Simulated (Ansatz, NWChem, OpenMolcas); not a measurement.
# How basis sets differ on CH4O (methanol)

CH4O: 6 atoms, total charge 0, spin state singlet. SMILES: `CO`. The shape is that of a PBE0-D4/def2-TZVP optimisation.

Each level gives the dipole moment (D). The values are calculated.

**What was measured.** NIST CCCBDB gives the dipole moment of the gas as 1.70 D.

```json
{"level": "B3LYP/STO-3G", "kind": "global hybrid", "program": "OpenMolcas", "value (D)": "1.37", "computed − measured": "-0.33"}
{"level": "B3LYP/6-31G* (spherical functions)", "kind": "global hybrid", "program": "Ansatz", "value (D)": "1.66", "computed − measured": "-0.04"}
{"level": "B3LYP/6-31G* (Cartesian functions)", "kind": "global hybrid", "program": "NWChem", "value (D)": "1.67", "computed − measured": "-0.03"}
{"level": "B3LYP/def2-TZVP", "kind": "global hybrid", "program": "OpenMolcas", "value (D)": "1.68", "computed − measured": "-0.02"}
{"level": "B3LYP/def2-TZVPD", "kind": "global hybrid", "program": "NWChem", "value (D)": "1.63", "computed − measured": "-0.07"}
```

Nearest: B3LYP/def2-TZVP (-0.02 D); farthest: B3LYP/STO-3G (-0.33 D). The measured dipole is a vibrational average, so differences of a few hundredths of a debye mean little. Sets without polarisation functions give poor dipoles. Without the sets that lack polarisation functions the rows with a basis span only 1.63 to 1.68 D.
